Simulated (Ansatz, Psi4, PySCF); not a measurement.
Species: vinyl fluoride, C2H3F (charge 0, singlet). SMILES: C=CF
Coordinates optimised at B3LYP-D3(BJ)/def2-TZVP (Ansatz, an electronic-structure program):
```xyz
6

C      0.0048     0.4339    -0.0020
C      1.1838    -0.1536     0.0049
F     -1.1460    -0.2672    -0.0028
H     -0.1758     1.5010    -0.0077
H      1.2800    -1.2303     0.0104
H      2.0778     0.4520     0.0052
```

Wanted: enthalpy of formation at 298 K, in kcal/mol. Conventions: 6-31G* and kin with 6d, 5d where marked; no dispersion term unless named; open shells spin-unrestricted; non-relativistic; no spin-orbit coupling. First-principles rows: single points at B3LYP-D3(BJ) geometries (Ansatz), with unscaled harmonic terms from B3LYP/6-31G* at its own minima, enthalpies of formation by atomisation with measured atoms.

```tsv
species	coefficient	E at wB97X-D/6-31G* (Psi4), Eh	E at M06-2X/def2-TZVPD (PySCF), Eh	H(298 K) - E, kcal/mol
C=CF	+1	-177.76354	-177.82694	30.47
C atom	-2	-37.83024	-37.84258	-
F atom	-1	-99.69074	-99.73422	-
H atom	-3	-0.50061	-0.49815	-
```

The atoms take no thermal term, since their enthalpies of formation at 0 K are used: the result is the sum of coefficient times E, plus the molecule's thermal term, plus number times (enthalpy of formation minus H(298) - H(0)) over the atoms. Measured values of the atoms (G2/97 table in ASE), kcal/mol:

```tsv
atom	number	enthalpy of formation of the gas at 0 K	H(298) - H(0) of the element's standard state
C	2	169.98	0.25
F	1	18.47	1.05
H	3	51.63	1.01
```

Measured values: Active Thermochemical Tables 1.112 (ions: stationary electron), as tabulated in the package chemicals; they hold spin-orbit and core effects, anharmonicity.  Value to compare with, the measured value: -34.1 kcal/mol. 1 Eh = 627.5095 kcal/mol.

Work the quantity out at each level, and compare with the measured value.


- wB97X-D/6-31G*: the sum of coefficient times E is -0.91049 Eh, or -571.34 kcal/mol; the thermal terms add 30.47; the atoms' measured terms add 508.74. Result: -32.1 kcal/mol. Its error against the measured value is 2.0 kcal/mol.
- M06-2X/def2-TZVPD: the sum of coefficient times E is -0.91311 Eh, or -572.99 kcal/mol; the thermal terms add 30.47; the atoms' measured terms add 508.74. Result: -33.8 kcal/mol. Its error against the measured value is 0.3 kcal/mol.
